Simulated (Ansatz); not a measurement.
# A cut through the energy surface

CH$_{5}$SSi (SMILES C=[SiH][SH2+]) (charge +1), closed shell, at its PBE0-D4/def2-TZVP minimum:

| atom | x (Å) | y (Å) | z (Å) |
| --- | --- | --- | --- |
| C1 | -0.8161 | 1.0529 | -1.0334 |
| Si2 | -0.0192 | 0.5683 | 0.3735 |
| S3 | 0.5873 | -1.5723 | 0.1439 |
| H4 | -0.9713 | 0.3813 | -1.8704 |
| H5 | -1.2022 | 2.0611 | -1.1471 |
| H6 | 0.3848 | 1.1197 | 1.6729 |
| H7 | 1.8800 | -1.5198 | 0.5426 |
| H8 | 0.1567 | -2.0913 | 1.3179 |

The dihedral angle C1–Si2–S3–H7 (132.1° at the minimum) is set to the values below, the two halves turning rigidly about the central bond. Each method's energies count from its own value at the PBE0-D4 minimum structure. Computed with Ansatz 0.2.0 (basis: def2-TZVPP); correlated methods freeze the cores. B3LYP uses VWN-RPA correlation.

CCSD(T) energies along the scan:
| dihedral angle (°) | CCSD(T) (eV) |
| --- | --- |
| -180.0 | 0.0658 |
| -144.0 | 0.1057 |
| -108.0 | 0.0984 |
| -72.0 | 0.1022 |
| -36.0 | 0.1052 |
| 0.0 | 0.0975 |
| 36.0 | 0.1050 |
| 72.0 | 0.0863 |
| 108.0 | 0.0207 |
| 144.0 | 0.0054 |
They count from the CCSD(T) energy at the PBE0-D4 minimum.

Largest difference from the CCSD(T) curve over the scan: r2SCAN-D4 0.0154; B3LYP-D4 0.0121; wB97M-V 0.0046 eV. Each curve counts from its own value at the minimum.

T1 diagnostic: at most 0.015. The restricted Hartree–Fock reference is unstable towards an unrestricted one here.

For scale, one of the runs: CCSD(T)/def2-TZVPP, 185 basis functions (an equivalent command: `ansatz run in.yaml --threads 2`). Time: 31 s of wall clock on 2 CPU threads; the host was shared. Peak host memory: 1.7 GiB.
